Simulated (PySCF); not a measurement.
# C5H5F: the cost of one run

Programs: PySCF 2.14.0, with density-fitted response routines of our own. Each step states its level of theory. These are calculated values for one molecule in the gas phase, unless marked as measured. Atoms count from 0, in the outputs and in this text.

## 1. The starting structure

11 atoms, charge 0, multiplicity 1; geometry from: GFN2-xTB.

Bonds of the start (Å): C0–C1 1.20, C1–C2 1.41, C2–C3 1.33, C3–C4 1.49, C4–F5 1.37, C0–H6 1.05, C2–H7 1.08, C3–H8 1.08, C4–H9 1.10, C4–H10 1.10.

## 2. Excited states and response: CAM-B3LYP/def2-SVPD

The job: settings as JSON, then the geometry in Å.

```
{"job": {"kind": "uv", "xc": "CAM-B3LYP", "basis": "def2-SVPD", "nstates": 8, "ntriplets": 3}, "charge": 0, "multiplicity": 1}
C      3.020123    -0.123367     0.326706
C      1.863600    -0.112380     0.003145
C      0.514768    -0.105165    -0.403237
C     -0.498413     0.093521     0.436201
C     -1.935927     0.106845     0.033943
F     -2.103209    -0.110725    -1.310219
H      4.029512    -0.131865     0.611822
H      0.336487    -0.273554    -1.457859
H     -0.329518     0.262586     1.490474
H     -2.396509     1.078449     0.258103
H     -2.495491    -0.681675     0.554820
```

With the program's defaults for keys left out, this is: TDDFT CAM-B3LYP/def2-SVPD, vertical, gas phase, core orbitals frozen in the response.

Launch:

```
OMP_NUM_THREADS=1 python probes_run.py task.json out
```

This one command runs all jobs of the session in turn.

Q: Estimate the wall time and peak memory of this first job on 1 thread of Arm Neoverse V2, shared host.

About 16 s, with a peak of 0.71 GiB.
